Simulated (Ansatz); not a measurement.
Worked example: H2B–B, triplet against H2B–B, singlet

Geometry (PBE0/def2-TZVP stationary point of a singlet), kept for both states (H2B–B, singlet: A1; H2B–B, triplet: B1):

```yaml
atoms:
  - { symbol: B, position_ang: [0.0000, 0.0000, 0.7529] }
  - { symbol: B, position_ang: [0.0000, 0.0000, -1.0096] }
  - { symbol: H, position_ang: [0.0000, 1.0240, 1.3765] }
  - { symbol: H, position_ang: [0.0000, -1.0240, 1.3765] }
```

Basis cc-pVDZ; Ansatz 0.2.0. Correlated methods freeze the noble-gas cores. R marks a restricted (for open shells ROHF) determinant, U an unrestricted one.

Full CI isn't at hand for all of this; UCCSDTQ serves as the reference, and is uncertain by about the last step of the cluster series.

Unrestricted rows (U, and Kohn–Sham where it breaks symmetry) aren't spin-pure: their determinants' ⟨S²⟩ exceeds S(S+1) by up to 0.86, so they mix in states of higher spin.

```tsv
level	E(H2B–B, singlet) (hartree)	E(H2B–B, triplet) (hartree)
UHF	-50.377540	-50.383969
UMP2	-50.494455	-50.503712
UCCSD(T)	-50.536782	-50.542515
B3LYP	-50.718304	-50.720071
UCCSDTQ	-50.534816	-50.544259
```

Give the vertical gap, H2B–B triplet less H2B–B singlet, at each level in eV (1 hartree = 27.2114 eV), and each error against UCCSDTQ.

UCCSDTQ: (-50.544259 − (-50.534816)) × 27.2114 = -0.257 eV (the reference)
B3LYP: (-50.720071 − (-50.718304)) × 27.2114 = -0.048 eV, error 0.209 eV
UCCSD(T): (-50.542515 − (-50.536782)) × 27.2114 = -0.156 eV, error 0.101 eV
UMP2: (-50.503712 − (-50.494455)) × 27.2114 = -0.252 eV, error 0.005 eV
UHF: (-50.383969 − (-50.377540)) × 27.2114 = -0.175 eV, error 0.082 eV

Total energies of functionals can't be set beside those of wave-function methods, since they hold the core's correlation and their own absolute errors; only the differences compare.

In so small a basis the reference is far from its limit while semilocal and hybrid functionals are nearer theirs, so the functionals' errors here hold much of the reference's basis and frozen-core error, which can add to them or hide them.

Each level lands on the state that its own search finds. T1 diagnostics of restricted CCSD: 0.013 and 0.041.
